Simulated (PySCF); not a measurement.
Choosing a molecule for a target property.

Each SMILES stands for a single optimised conformer of the isolated species, non-relativistic unless stated. Electronic properties by PySCF.

The conformers computed, where there is a choice (atom-mapped SMILES and torsion angles):
- `[CH3:1][C:2]#[C:3][C@@H:4]([SiH3:5])/[C:6]([F:7])=[CH:8]\[F:9]`: C3–C4–C6–F7 146°
- `[F:1][SiH2:2]/[CH:3]=[C:4](\[SiH3:5])[O:6][CH2:7][SiH3:8]`: F1–Si2–C3–C4 180°, C3–C4–O6–C7 0°, C4–O6–C7–Si8 180°
- `[CH2:1]=[C:2]([CH:3]=[O:4])[Si@H:5]([CH3:6])[SiH2:7][CH3:8]`: C1–C2–C3–O4 167°, C1–C2–Si5–C6 3°, C2–Si5–Si7–C8 -104°

Question: Wanted: HOMO energy above -7.4 eV (PBE0/pcSseg-1) and smallest rotational constant above 3 GHz (GFN2-xTB), at GFN2-xTB geometries. Which candidate meets both?
A. `C#CC=O`
B. `O=c1cc1`
C. `Fc1ccc(F)nc1`
D. `CC#C[C@@H]([SiH3])/C(F)=C\F`
E. `F[SiH2]/C=C(\[SiH3])OC[SiH3]`

Answer: B. Computed values:
```csv
species,HOMO energy,smallest rotational constant
C#CC=O,-8.18 eV,4.561 GHz
Fc1ccc(F)nc1,-7.70 eV,1.184 GHz
F[SiH2]/C=C(\[SiH3])OC[SiH3],-7.19 eV,0.394 GHz
O=c1cc1,-7.03 eV,6.355 GHz
CC#C[C@@H]([SiH3])/C(F)=C\F,-6.84 eV,0.742 GHz
```

Question: Wanted: HOMO–LUMO gap above 6.8 eV (PBE0/pcSseg-1) and dipole moment below 2.6 D (PBE0/pcSseg-1), at GFN2-xTB geometries. Which candidate meets both?
A. `Fc1ccc(F)nc1`
B. `O=c1cc1`
C. `CC#C[C@@H]([SiH3])/C(F)=C\F`
D. `C(C=O)(=C)[Si@H](C)[SiH2]C`
E. `F[SiH2]/C=C(\[SiH3])OC[SiH3]`

Answer: C. Computed values:
| species | HOMO–LUMO gap | dipole moment |
| --- | --- | --- |
| C(C=O)(=C)[Si@H](C)[SiH2]C | 5.51 eV | 2.75 D |
| O=c1cc1 | 5.82 eV | 4.08 D |
| Fc1ccc(F)nc1 | 6.24 eV | 2.39 D |
| F[SiH2]/C=C(\[SiH3])OC[SiH3] | 6.61 eV | 2.10 D |
| CC#C[C@@H]([SiH3])/C(F)=C\F | 7.05 eV | 0.96 D |
